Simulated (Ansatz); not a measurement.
in.yaml

```yaml
crystal:
  periodic: [false, false, false]
  atoms:
    - {symbol: Be, position_ang: [0.000000, -0.078893, 1.969166]}
    - {symbol: Mg, position_ang: [0.000000, -0.051646, -0.601911]}
    - {symbol: H, position_ang: [0.000000, 1.034193, 1.086726]}
    - {symbol: H, position_ang: [0.000000, 0.916581, -4.179197]}
basis:
  gaussian: {orbitals: 6-31G}
magnetization: {spin_polarized: false, initial_magnetization: 2}
correlation: {method: ccsdtq, electrons: outside_noble_gas}
```

```sh
$ ansatz run in.yaml --threads 1 --pin off --events-out ev --progress --plain --max-ram 2393MiB
```

Log:

```
552 factors; integrals over basis functions are off by at most 1.9e-7 eV
mean field evaluation 1: about -5852.0314 eV, gradient 1.1e1 eV
mean field evaluation 2: about -5852.0430 eV, gradient 1.1e1 eV
mean field evaluation 4: about -5854.3393 eV, gradient 4.7e0 eV
mean field evaluation 8: about -5855.8576 eV, gradient 2.6e0 eV
mean field evaluation 16: about -5856.0119 eV, gradient 2.8e-6 eV
mean field evaluation 32: about -5852.4267 eV, gradient 1.3e1 eV
mean field evaluation 64: about -5856.0053 eV, gradient 7.6e-1 eV
mean field evaluation 96: about -5854.3816 eV, gradient 2.5e-1 eV
mean field evaluation 128: about -5854.3839 eV, gradient 2.5e-1 eV
mean field evaluation 160: about -5854.4291 eV, gradient 5.2e-1 eV
...
cycle  26  -1.80194573 eV  change    6.5e-7 eV  update   7.8e-6
cycle  27  -1.80194429 eV  change    1.4e-6 eV  update   4.5e-6
cycle  28  -1.80194258 eV  change    1.7e-6 eV  update   4.1e-6
cycle  29  -1.80194155 eV  change    1.0e-6 eV  update   2.0e-6
cycle  30  -1.80194121 eV  change    3.3e-7 eV  update   1.9e-6
cycle  31  -1.80194175 eV  change   -5.4e-7 eV  update   1.3e-6
cycle  32  -1.80194190 eV  change   -1.4e-7 eV  update   9.1e-7
cycle  33  -1.80194170 eV  change    2.0e-7 eV  update   1.0e-6
cycle  34  -1.80194111 eV  change    5.9e-7 eV  update   8.0e-7
cycle  35  -1.80194072 eV  change    3.9e-7 eV  update   4.4e-7
Total energy: -5857.81379406 eV, -215.2706863629 hartree
```

For the same geometry and basis full CI lies 0.0 meV lower.

Ran on 1 thread of Arm Neoverse V2, shared host: 15 s wall, 0.15 GiB peak host memory.
